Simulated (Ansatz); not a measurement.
Start from `C=NO` and change one atom or group to get `C=[N][AlH2]`.

Ansatz, PBE0-D4/def2-TZVP geometries, multiplicity 1. Each molecule was computed in one conformer, which needn't be the lowest.

| property | `C=NO` |
| --- | --- |
| ideal-gas entropy at 298 K and 1 bar (rigid rotor, harmonic PBE0-D4/def2-TZVP) / J/(mol·K) | 253 |
| HOMO energy (PBE/def2-TZVPP) / eV | -6.42 |
| LUMO energy (B3LYP/def2-TZVPP) / eV | -0.54 |
| HOMO–LUMO gap (PBE0/def2-TZVPP) / eV | 7.58 |
| size of the dipole moment (B3LYP/def2-TZVPP) / D | 0.21 |
| zero-point energy (PBE0-D4/def2-TZVP) / kJ/mol | 118.0 |

Q: What does the change do to each property? (Estimate.)

A: The calculation gave: 
| property | `C=[N][AlH2]` | shift |
| --- | --- | --- |
| ideal-gas entropy at 298 K and 1 bar (rigid rotor, harmonic PBE0-D4/def2-TZVP) / J/(mol·K) | 279 | 26 |
| HOMO energy (PBE/def2-TZVPP) / eV | -5.56 | 0.86 |
| LUMO energy (B3LYP/def2-TZVPP) / eV | -1.17 | -0.63 |
| HOMO–LUMO gap (PBE0/def2-TZVPP) / eV | 5.86 | -1.72 |
| size of the dipole moment (B3LYP/def2-TZVPP) / D | 1.44 | 1.23 |
| zero-point energy (PBE0-D4/def2-TZVP) / kJ/mol | 113.3 | -4.7 |

With PBE0 the HOMO rises by 1.03 eV and the LUMO falls by 0.69 eV, so the gap narrows by about 1.72 eV. PBE moves the HOMO by 0.86 eV and ωB97M-V by 1.08 eV. The zero-point energy changes by -4.7 kJ/mol with +3 modes. Dipoles are sizes alone; their direction can turn.

B3LYP here is the variant with VWN-RPA as its local correlation; programs differ in this.
